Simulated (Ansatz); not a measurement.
We consider solid chlorine, described by r²SCAN (PAW; Ansatz, an electronic-structure program).

Run with plane-wave cutoff 600 eV, 6×6×4 k mesh (along the axes of the cell as run), scalar-relativistic PAW data made under PBE.

Computed at the level's own relaxed cell.

Q: What does this level give for the Voigt–Reuss–Hill bulk modulus, elastic constant C66, elastic constant C11, elastic constant C12, elastic constant C13, elastic constant C33 and elastic constant C44?

A: 
- Voigt–Reuss–Hill bulk modulus: 7.36 GPa
- elastic constant C66: 4.47 GPa
- elastic constant C11: 10.6 GPa
- elastic constant C12: 4.11 GPa
- elastic constant C13: 0.62 GPa
- elastic constant C33: 20.1 GPa
- elastic constant C44: 10.9 GPa

Note: the cell comes from a level without a dispersion term, which matters for the spacing of layers, chains or molecules.

Elastic constants are with the ions relaxed.

It cost very roughly 27 core-minutes of CPU time.
